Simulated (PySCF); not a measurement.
Method: PySCF 2.14.0, delta-SCF UKS SCAN, pcX-2 on the ionised atom, pcseg-1 elsewhere, spin-free X2C. Geometries: GFN2-xTB; isolated species, one conformer each. Values against the vacuum level.

Question: Rank by computed C 1s binding energy, lowest first.
A. C6 in `[CH2:1]=[N:2][CH2:3][O:4][CH2:5][C:6]#[N:7]`
B. C2 in `[CH:1]#[C:2][CH2:3][S:4](=[O:5])(=[O:6])[Cl:7]`
C. C2 in `[CH2:1]=[C:2]=[CH:3][Cl:4]`
D. C2 in `[CH:1]#[C:2][CH2:3][Cl:4]`
E. C5 in `[H]/[N:4]=[C:3](\[CH:2]=[CH2:1])[C:5]([NH2:6])=[O:7]`
F. C4 in `[CH3:1][NH:2][c:3]1[cH:4][n:5][cH:6][o:7]1`

Answer: F (290.47 eV), C (290.88 eV), D (291.25 eV), B (291.62 eV), A (292.58 eV), E (293.84 eV).

From the lowest up, the atoms are bonded to: N (aromatic in the SMILES), C (aromatic in the SMILES) and H (290.47); 2 C (double bond) (290.88); C (triple bond) and C (291.25); C (triple bond) and C (291.62); N (triple bond) and C (292.58); O (double bond), N and C (293.84).

Question: Rank by computed N 1s binding energy, lowest first.
A. Nitrogen in `[O-][N+](=O)O`
B. N4 in `[H]/[N:4]=[C:3](\[CH:2]=[CH2:1])[C:5]([NH2:6])=[O:7]`
C. N7 in `[CH2:1]=[N:2][CH2:3][O:4][CH2:5][C:6]#[N:7]`
D. N2 in `[CH3:1][NH:2][c:3]1[cH:4][n:5][cH:6][o:7]1`

Answer: B (404.61 eV), C (405.44 eV), D (405.92 eV), A (414.62 eV).

The highest is bonded to 3 O, the lowest to C (double bond) and H; the range is 10.01 eV.

Question: Order these sites by rising O 1s binding energy.
A. Oxygen in `C#CCS(=O)(=O)Cl`
B. Oxygen in `CNc1cnco1`
C. Oxygen in `C=NCOCC#N`
D. Oxygen in `[H]/N=C(\C=C)C(N)=O`
E. O4 in `[O:1]=[N+:2]([O-:3])[OH:4]`

Answer: D (537.06 eV), A (538.56 eV), C (539.19 eV), B (540.16 eV), E (541.13 eV).

From the lowest up, the atoms are bonded to: C (double bond) (537.06); S (double bond) (538.56); 2 C (539.19); 2 C (aromatic in the SMILES) (540.16); N and H (541.13).

3 of these hole states are spin-contaminated (⟨S²⟩ up to 0.86, against 0.75; counted from 0.85) and less certain.
